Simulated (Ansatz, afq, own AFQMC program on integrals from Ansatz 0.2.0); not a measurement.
## AlH3Cl, doublet in cc-pVTZ, levels against AFQMC with the constraint released

```csv
atom,x (Å),y (Å),z (Å)
Al,-1.8111,0.0000,0.0000
H,-2.6041,1.3734,0.0000
H,-2.6041,-1.3734,0.0000
H,-0.2253,0.0000,0.0000
Cl,1.5329,0.0000,0.0000
```

Connectivity, by distances: AlH2 ··· Cl, 1 bridging H.

Basis cc-pVTZ. Only valence electrons are correlated. AFQMC by an in-house program on the Cholesky factors that Ansatz 0.2.0 writes for its CCSD(T) run. The CISD trial takes its coefficients from CCSD amplitudes. Released means that phaseless walkers are propagated on without the constraint, phases kept. Error bars are statistical, one sigma.

Determinant: UHF, the one that the program's search chose, which needn't be the lowest solution. The geometry is a point of a scan.

No full CI on the walks' own integrals is used here. The released AFQMC energy serves as the reference, which it does only where one determinant dominates, the energy is flat over the last release times and near the phaseless one (40 meV or 2 meV an electron, half that with transition metals). On small molecules, where full CI could be run and the noise was under 10 meV, such values lay within 10 meV of it in 19 cases of 20, a flattering rate, since the rule was set on those same cases; what remains of the bias isn't in the error bar.

Cautions: the released value is read at 1.62 1/Eh, later times being too noisy (meV from the phaseless value at times in 1/Eh: -16 ± 5 at 0.24, -18 ± 5 at 0.51, -15 ± 7 at 0.99, -4 ± 8 at 1.62, -12 ± 11 at 2.40).

- T1 diagnostic: 0.0166
- weight of the determinant in the CISD state: 0.861
- ⟨S²⟩ of the determinant: 0.771
- size of the correlated space: 13 electrons in 100 orbitals

```tsv
level	correlation energy (eV)
MP2	-7.4111
CCSD	-8.5768
CCSD(T)	-8.8429
```

Question: Estimate where AFQMC with the constraint released lies against CCSD(T) on the same integrals.

Answer: 2.4 ± 0.8 kJ/mol below CCSD(T).

Reference: AFQMC with the constraint released, correlation energy -8.868 ± 0.008 eV.

```tsv
level	E − E(reference) (kJ/mol)	share of correlation (%)
CCSD(T)	2.4 ± 0.8	99.72
ph-AFQMC/HF	3.2 ± 2.8	99.62
ph-AFQMC/CISD	0.4 ± 0.9	99.95
```

A walk keeps the symmetry of its determinant, which the program's search chose and which needn't be the lowest solution, so a lower state of the same spin and another symmetry isn't excluded. Released energies are given only where the last usable release times agree within the noise; a slower fall can still hide under it.
